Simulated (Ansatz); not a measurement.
Equilibrium lattice constant a (Å) of solids drawn from the class of oxides, at two levels: LDA (plane waves, PAW; Ansatz, a first-principles code), and PBEsol (plane waves, PAW; Ansatz).

```json
[
 {"solid": "spinel Na₂MoO₄", "LDA": "8.909", "PBEsol": "9.087"},
 {"solid": "spinel Na₂WO₄", "LDA": "8.931", "PBEsol": "9.110"},
 {"solid": "Bi₄Ge₃O₁₂ (I-43d, No. 220)", "LDA": "10.359", "PBEsol": "10.502"},
 {"solid": "cuprite Ag₂O", "LDA": "4.637", "PBEsol": "?"},
 {"solid": "rock-salt CdO", "LDA": "4.634", "PBEsol": "4.690"},
 {"solid": "rock-salt MgO", "LDA": "4.160", "PBEsol": "4.215"}
]
```

Q: Estimate the withheld PBEsol value from the other rows.

A: One way: carry over the typical ratio. The ratios PBEsol / LDA of the other rows, in order: 1.0121, 1.0132, 1.0138, 1.0200, 1.0200; median 1.0138. Cuprite Ag₂O: 4.637 × 1.0138 = 4.701 Å; the run gives 4.707 Å. The ratios spread from 1.0121 to 1.0200, so such an estimate is rough.

Over all 6 rows PBEsol is the larger in 6.

Database compounds that came out metallic weren't drawn.

Ansatz's runs of these crystals have no spin polarisation.

Spin–orbit coupling is left out, also for the solids with elements from indium on (spinel Na2WO4, Bi4Ge3O12); its size isn't shown.

Caveats: the gap of the solid is closed in this run (LDA: rock-salt CdO; PBEsol: cuprite Ag2O, rock-salt CdO). Ansatz's density-functional and Hartree–Fock values are scalar-relativistic unless marked +SOC, with PAW data made under PBE.
